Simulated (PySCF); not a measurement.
The same gas-phase reaction for Si, Ge, Sn:
- 2 SiH2 + H2 + F2 → 2 SiH3F
- 2 GeH2 + H2 + F2 → 2 GeH3F
- 2 SnH2 + H2 + F2 → 2 SnH3F

Energies from PySCF (xtb for GFN2), thermal terms from the rigid-rotor harmonic-oscillator model, ideal gas at 1 bar. † marks an energy on the PBE0/def2-TZVP geometry and frequencies; other levels use their own. All species are closed-shell singlets. Sn: scalar-relativistic def2 core potential, no spin-orbit coupling. Ge: all electrons, no relativistic terms. GeH2, SnH2, SnH3F: computed as isolated molecules; such fragments, hydroxides, amides, oligomers or adducts are transient or little studied in the gas.

ΔH°(298 K) in kJ, by level:

```tsv
level	Si	Ge	Sn
ωB97M-V/def2-TZVP†	…	-955.6	-795.9
PBE0/def2-TZVP	…	-969.7	-789.3
GFN2-xTB	-1213.1	-760.9	-444.2
PBE/def2-SVP	…	-919.4	-718.0
PBE/def2-TZVP†	…	-920.7	-746.9
```

Task: Complete the blanks.

Result: 
- ωB97M-V/def2-TZVP†, Si: -1235.3
- PBE0/def2-TZVP, Si: -1246.5
- PBE/def2-SVP, Si: -1162.9
- PBE/def2-TZVP†, Si: -1192.0
